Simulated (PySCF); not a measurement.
**[NH2]− (SMILES [NH2-]) at 6 levels**

Wanted: a comparison of 6 runs (HF/STO-3G, BLYP/aug-cc-pVTZ, M06-2X/aug-cc-pVTZ, PBE0/aug-cc-pVTZ, revPBE/aug-cc-pVTZ, CCSD(T)/aug-cc-pVTZ) of [NH2]−. 

The results are computed with PySCF 2.14.0.

3 further runs of the same task are left out: 3 set aside as unsound or not needed.

### Step 1. The structure to begin with

[NH2]− has 3 atoms, charge -1, and is taken as a singlet. SMILES: `[NH2-]`. One bond was lengthened or shortened from a relaxed shape.

Bond lengths: N1–H2 1.181 Å, N1–H3 1.027 Å. Angles: H2–N1–H3 101.8°.

### Step 2. The energy at HF/STO-3G (run 1)

Input file input.py:

```python
from pyscf import gto, scf

system = gto.Mole()
system.atom = '''
N      0.374704    -0.353627     0.170605
H      0.125500     0.801200     0.156000
H     -0.435196    -0.748827    -0.322795
'''
system.max_memory = 1860
system.basis = 'sto-3g'
system.spin = 0
system.verbose = 4
system.charge = -1
system.build()

myscf = scf.RHF(system)
myscf.conv_tol = 1e-10
myscf.kernel()
if not myscf.converged:
    myscf = myscf.newton().run(myscf.mo_coeff, myscf.mo_occ)

e_final = myscf.e_tot
print(f'total energy: {e_final:.8f} hartree')
```

Started as:

```
$ OMP_NUM_THREADS=1 python input.py
```

What it wrote:

```text
PySCF version 2.14.0

[... 51 lines left out ...]
converged SCF energy = -54.5725703076693
total energy: -54.57257031 hartree
```

It took 0.46 s on 1 thread of Arm Neoverse V2, shared host; peak memory 0.1 GiB.

### Step 3. The energy at BLYP/aug-cc-pVTZ (run 2)

Input file job.py:

```python
from pyscf import gto, dft

molecule = gto.Mole()
molecule.atom = '''
N        0.374704      -0.353627       0.170605
H        0.125500       0.801200       0.156000
H       -0.435196      -0.748827      -0.322795
'''
molecule.verbose = 3
molecule.basis = 'aug-cc-pvtz'
molecule.max_memory = 1860
molecule.charge = -1
molecule.build()

mf = dft.RKS(molecule)
mf.xc = 'blyp'
mf.conv_tol = 1e-10
mf.grids.level = 5
mf.kernel()
if not mf.converged:
    mf = mf.newton().run(mf.mo_coeff, mf.mo_occ)

energy = mf.e_tot
print('E(%s) = %.9f' % ('BLYP', energy))
```

Started as:

```
$ OMP_NUM_THREADS=1 python job.py
```

What it wrote:

```text
converged SCF energy = -55.9049664709272
E(BLYP) = -55.904966471
```

Wall time 4.5 s (1 thread of Arm Neoverse V2, shared host); peak memory 0.42 GiB.

Runs 3 to 5 aren't shown in full; the table further down has their settings and results.

### Step 4. A single-point energy at CCSD(T)/aug-cc-pVTZ (run 6)

Input file calc.py:

```python
from pyscf import gto, scf, cc

mol = gto.Mole()
mol.atom = '''
N      0.708088    -0.668258     0.322397
H      0.237161     1.514049     0.294797
H     -0.822401    -1.415078    -0.609994
'''
mol.basis = 'aug-cc-pvtz'
mol.verbose = 4
mol.unit = 'bohr'
mol.spin = 0
mol.max_memory = 1860
mol.charge = -1
mol.build()

mf = scf.RHF(mol)
mf.conv_tol = 1e-10
mf.kernel()
if not mf.converged:
    mf = mf.newton().run(mf.mo_coeff, mf.mo_occ)

mycc = cc.CCSD(mf, frozen=1)
mycc.kernel()
e_t = mycc.ccsd_t()
e_final = mycc.e_tot + e_t
print('E = %.10f Eh' % e_final)
```

Started as:

```
$ OMP_NUM_THREADS=1 python calc.py
```

What it wrote:

```text
PySCF version 2.14.0

[... 59 lines left out ...]
converged SCF energy = -55.5328361679707
[... 12 lines left out ...]
Init t2, MP2 energy = -55.7968014821861  E_corr(MP2) -0.263965314215418
[... 14 lines left out ...]
CCSD converged
[... 2 lines left out ...]
E = -55.8128139322 Eh
```

It took 11 s on 1 thread of Arm Neoverse V2, shared host; peak memory 0.46 GiB.

### Step 5. Overview of the runs

```csv
run,level,integration grid,frozen core orbitals,energy (Eh),HOMO energy (eV),LUMO energy (eV),HOMO–LUMO gap (eV),wall time
1,HF/STO-3G,–,–,-54.572570,5.00,27.50,22.50,0.46 s
2,BLYP/aug-cc-pVTZ,5,–,-55.904966,2.59,3.31,0.72,4.5 s
3,M06-2X/aug-cc-pVTZ,5,–,-55.883215,0.27,3.62,3.36,12 s
4,PBE0/aug-cc-pVTZ,5,–,-55.843763,1.45,3.68,2.23,5.1 s
5,revPBE/aug-cc-pVTZ,5,–,-55.904851,2.60,3.27,0.67,4.5 s
6,CCSD(T)/aug-cc-pVTZ,–,1,-55.812814,-1.51,4.50,6.01,11 s
```

### Step 6. What came out

```
                                                    quantity         value
                                         run 6: total energy  -55.81281 Eh
                  run 6: HOMO energy (Hartree–Fock orbitals)      -1.51 eV
                  run 6: LUMO energy (Hartree–Fock orbitals)       4.50 eV
run 6: HOMO–LUMO gap (to an unbound level, set by the basis)       6.01 eV
           run 6: correlation energy (1 core orbital frozen)    -280.0 mEh
                                       run 6: (T) correction    -12.96 mEh
                                        run 6: T1 diagnostic         0.020
```

**Reading.** Over runs 1, 2, 3, 4, 5 the HOMO–LUMO gap runs from 0.67 eV (revPBE/aug-cc-pVTZ) to 22.50 eV (HF/STO-3G). The two ends differ in method and basis. The empty levels of an anion lie above zero and hang on the basis. Totals of different functionals can't be ranked against each other. In runs 1, 2, 3, 4, 5 the HOMO lies above zero, so the outermost electron may be held by the basis alone. In run 1 the basis is minimal, so the values are rough. All runs together took 38 s, the longest 12 s.
